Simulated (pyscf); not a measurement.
Structures and frequencies: ωB97X-D3(BJ)/def2-SVP in PySCF.

SMILES: [CH3][Ti]([CH3])([OH])[CH3]
```xyz
15

C     -0.4941    -1.8913    -1.7402
Ti    -0.6083    -0.8602     0.0387
C      1.2629    -0.8999     0.8963
C     -1.0491     1.1004    -0.4093
O     -1.8107    -1.5541     1.1100
H     -1.4644    -1.8859    -2.2661
H     -0.1826    -2.9368    -1.5725
H      0.2596    -1.3923    -2.3764
H      1.9788    -0.4473     0.1865
H      1.2750    -0.3211     1.8359
H      1.5771    -1.9359     1.1105
H     -1.0867     1.7140     0.5073
H     -2.0197     1.1754    -0.9294
H     -0.2558     1.4918    -1.0716
H     -2.4637    -2.0870     1.5670
```
Charge 0, spin multiplicity 1.

Question: What is the homolytic dissociation enthalpy (298 K, ωB97M-D3(BJ)/def2-TZVP) of the O–Ti bond of H₃C–Ti(CH₃)(CH₃)–OH (SMILES [CH3][Ti]([CH3])([CH3])[OH]), to [H₃C–Ti(CH₃)–CH₃]• + OH•?

Answer: O–Ti to [H₃C–Ti(CH₃)–CH₃]• + OH•: 114.3 kcal/mol. The 7 functionals that were run give +112.6 (M06-2X) to +122.5 kcal/mol (PBE). The radicals are drawn with the spin at the cut bond; how far it spreads was not checked. Other isomers of [H₃C–Ti(CH₃)–CH₃]• were not searched in full and may lie lower. Left out: the spin-orbit lowering of OH. Open-shell species with a d-block atom are single-reference here; other states, and whether the spin sits on metal or ligand, were not checked.
